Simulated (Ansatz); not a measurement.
# How far each method lies from UCCSDT(Q) for H$_{2}$Ge–N, quartet

Geometry: a PBE0/def2-TZVP stationary point for this spin, not checked as a minimum.

```xyz
4

Ge   -0.0346    0.0000    0.2958
N     0.0724    0.0000   -1.6458
H     0.7424   -1.2582    0.7751
H     0.7424    1.2582    0.7751
```

Basis cc-pVDZ; Ansatz 0.2.0. Only valence electrons are correlated (noble-gas cores and the filled d shells of p-block atoms frozen), which leaves 11 electrons in 36 orbitals. Prefix R: restricted or restricted open-shell reference; prefix U: unrestricted. Active spaces: valence = (11e, 10o) chosen from the atoms' valence shells; pair = (5e, 5o) about the gap. No spin–orbit coupling is included, and no scalar relativity.

Full CI isn't at hand for all of this; UCCSDT(Q) serves as the reference, and is uncertain by about the last step of the cluster series. The frozen core follows each run's orbitals, which can shift R against U totals by a few meV for light atoms and by up to 0.1 eV past Ca.

The UHF ⟨S²⟩ is 3.779, the T1 diagnostic (RCCSD) is 0.0269 and the largest doubles amplitude (RCCSD) is 0.036. The T1 diagnostic (UCCSD) is 0.0192.

| level | E − E(RHF) (eV) |
| --- | --- |
| UHF | -0.2302 |
| UMP2 | -4.9592 |
| UCCSD | -5.9776 |
| UCCSD(T) | -6.1079 |

(1) Estimate how far UCCSDT(Q) in cc-pVDZ lies from UCCSD(T). The table doesn't fix it; the size of (T) and the diagnostics are the guide.

(1) UCCSDT(Q) in cc-pVDZ lies 41 meV below UCCSD(T), which is 31 % of the (T) step (-130 meV). The diagnostics give no warning, yet the rest is a sizeable part of (T).

The other levels:

```csv
level,E − E(UCCSDT(Q)) (meV),share of correlation (%),wall time
UCCSDT,9,99.85,–
```

The correlation energy at UCCSDT(Q), counted from RHF, is -6.148 eV. That run took 25 s on 1 thread of Arm Neoverse V1, shared host.

Run but not shown, since their state or frozen core can't be matched to the reference's or they repeat it: RHF, RMP2, RCCSD, RCCSD(T), BCCD(T), RCCSDT, RCCSDT(Q), CASSCF (pair space), NEVPT2 (pair space), MRCISD (pair space), MRCISD+Q (pair space), CASSCF (valence space), NEVPT2 (valence space), MRCISD (valence space), MRCISD+Q (valence space).

Times hold each run's SCF and search for its determinant on a shared host, so for small cases they say little of a method's own cost; they ran on 1 thread of Arm Neoverse V1.

Natural occupations of CASSCF (valence space) about the gap: 1.984 1.970 1.955 1.003 1.000 1.000 0.043 0.025 0.023; effectively unpaired electrons, Σ n²(2−n)², 3.02.
